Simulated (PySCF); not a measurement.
**Stretching NH**

Set-up: PySCF, no relativity, basis sets H def2-TZVP, N def2-TZVP. Energies in eV from H + N in their ground configurations at the same level. State: ³Σ⁻ (triplet), unpaired electrons π ↑↑.

All columns are PBE0. A positive dipole means H(−)N(+).

```
R (Å)  E (eV)  μ (D)  Mulliken charge on H (basis-dependent)  HOMO (eV)  LUMO (eV)  Mayer bond order  ⟨S²⟩
0.894  -3.107  -1.69                                    0.19      -9.78      -2.47              0.93  2.01
0.936  -3.403  -1.67                                    0.20      -9.76      -2.45              0.93  2.01
0.978  -3.574  -1.64                                    0.21      -9.73      -2.43              0.93  2.01
1.009  -3.638  -1.62                                    0.21      -9.72      -2.42              0.93  2.01
1.040  -3.657  -1.60                                    0.21      -9.71      -2.40              0.93  2.01
1.071  -3.639  -1.58                                    0.21      -9.70      -2.39              0.92  2.01
1.113  -3.570  -1.55                                    0.21      -9.69      -2.38              0.92  2.01
1.165  -3.428  -1.50                                    0.21      -9.69      -2.37              0.93  2.01
1.227  -3.200  -1.44                                    0.20      -9.69      -2.36              0.93  2.01
1.310  -2.838  -1.35                                    0.19      -9.72      -2.35              0.93  2.01
```

A fit through these points gives, at Re = 1.040 Å, μ = -1.60 D and dμ/dR = 0.719 D/Å; the reduced mass is 0.9402 u.

Task: How strong is the fundamental in the double-harmonic approximation, I = 42.26·(dμ/dR)²/μred km/mol?

Result: I = 42.26·(0.719)²/0.9402 = 23.2 km/mol at PBE0.

The state is the lowest determinant that a PBE0 search found; another state may lie lower at other levels.
